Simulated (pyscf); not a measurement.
# Concerted fragmentation: Cl–GeH•–Cl (SMILES [Cl][GeH][Cl]) + H₂ (SMILES [H][H]) → Cl–Ge:–Cl (SMILES [Cl][Ge][Cl]) [singlet] + H₂ (SMILES [H][H]) + H• (SMILES [H])

Gas phase, doublet surface, charge 0. Bonds broken: Ge2–H4, H5–H6. Bonds formed: H4–H5. PySCF, gas phase, ωB97X-D3(BJ)/def2-SVP geometries.

Transition state (Å):

```xyz
6

Cl     0.5754     2.5863    -0.9677
Ge     1.5028     0.6105    -1.0550
Cl     1.7311     0.2348     1.0890
H     -0.6270    -0.4910    -1.1212
H     -0.9550    -0.4331    -0.3438
H     -1.3634    -0.3445     0.7550
```

One imaginary mode, 1259i cm⁻¹; descent along it reached the two sides named.

```csv
bond,change,reactant side (Å),saddle,product side
Ge2–H4,breaks,1.550,2.399,2.9
H5–H6,breaks,0.761,1.176,3.8
H4–H5,forms,3.0,0.846,0.761
```

Electronic energies relative to the separated reactants (eV):

| level | barrier | reaction energy | reverse barrier |
|---|---|---|---|
| ωB97X-D3(BJ)/def2-TZVP | 1.88 | +1.65 | 0.23 |
| PBE/def2-TZVP | 1.58 | +1.50 | 0.08 |
| r²SCAN/def2-TZVP | 1.75 | +1.75 | 0.00 |
| B3LYP-D3(BJ)/def2-TZVP | 1.62 | +1.57 | 0.05 |
| PBE0-D3(BJ)/def2-TZVP | 1.74 | +1.65 | 0.09 |
| M06-2X/def2-TZVP | 2.07 | +1.76 | 0.31 |
| ωB97M-D3(BJ)/def2-TZVP | 1.82 | +1.58 | 0.24 |
| HF/def2-TZVP | 2.21 | +1.49 | 0.72 |

With ωB97M-D3(BJ)/def2-TZVP energies and thermal terms (ideal gas, 1 atm, RRHO with modes under 100 cm⁻¹ raised to 100, one conformer, R ln 2 for chiral ones without a mode under 150 cm⁻¹), in eV:

| T (K) | ΔH‡ | ΔG‡ | ΔH | ΔG |
|---|---|---|---|---|
| 298 | 1.62 | 1.86 | +1.43 | +1.12 |
| 600 | 1.65 | 2.10 | +1.45 | +0.80 |
| 900 | 1.68 | 2.33 | +1.46 | +0.46 |
| 1200 | 1.71 | 2.54 | +1.47 | +0.13 |

The same reactants have a lower exit, to Cl–GeH₂–Cl + H• (barrier +1.13 eV at ωB97M-D3(BJ)/def2-TZVP, against +1.82 eV here). One saddle was located; it need not be the lowest between these sides. Elements up to Kr have no core potential and no relativistic terms here.
